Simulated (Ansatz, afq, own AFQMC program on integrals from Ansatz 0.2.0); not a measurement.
## BH$_{3}$Cl, doublet: AFQMC among the cluster methods

```xyz
5

Cl   -0.7725    0.0000    0.0000
H     0.8205    0.0000    0.0000
B     1.9905    0.0000    0.0000
H     2.4996    0.0000    1.0770
H     2.4996    0.0000   -1.0770
```

Connectivity, by distances: Cl ··· BH2, 1 bridging H.

Basis cc-pVTZ. Only valence electrons are correlated. Ansatz 0.2.0 and our own AFQMC program on the same integrals; the CISD trial comes from CCSD amplitudes, and released means the phaseless constraint is let go. Error bars are statistical, one sigma.

Determinant: UHF, the one that the program's search chose, which needn't be the lowest solution. The geometry is a point of a scan.

No full CI on the walks' own integrals is used here. The released AFQMC energy serves as the reference, which it does only where one determinant dominates, the energy is flat over the last release times and near the phaseless one (40 meV or 2 meV an electron, half that with transition metals). On small molecules, where full CI could be run and the noise was under 10 meV, such values lay within 10 meV of it in 19 cases of 20, a flattering rate, since the rule was set on those same cases; what remains of the bias isn't in the error bar.

Cautions: the released value is read at 2.40 1/Eh with a noise of 10 meV, more than in the cases checked (meV from the phaseless value at times in 1/Eh: -10 ± 5 at 0.24, -4 ± 7 at 0.51, -13 ± 5 at 0.99, -21 ± 7 at 1.62, -13 ± 10 at 2.40).

```
T1 diagnostic                               : 0.0135
weight of the determinant in the CISD state : 0.872
⟨S²⟩ of the determinant                     : 0.770
size of the correlated space                : 13 electrons in 100 orbitals
```

```json
{"level": "MP2", "correlation energy (eV)": "-7.9803"}
{"level": "CCSD", "correlation energy (eV)": "-9.0842"}
{"level": "CCSD(T)", "correlation energy (eV)": "-9.3798"}
```

(1) Estimate where phaseless AFQMC with a CISD trial lies against CCSD(T) on the same integrals.

(1) 0.52 ± 0.12 kcal/mol below CCSD(T).

Reference: AFQMC with the constraint released, correlation energy -9.416 ± 0.010 eV.

```tsv
level	E − E(reference) (kcal/mol)	share of correlation (%)
CCSD(T)	0.83 ± 0.23	99.62
ph-AFQMC/CISD	0.31 ± 0.26	99.86
```

A walk keeps the symmetry of its determinant, which the program's search chose and which needn't be the lowest solution, so a lower state of the same spin and another symmetry isn't excluded. Released energies are given only where the last usable release times agree within the noise; a slower fall can still hide under it.
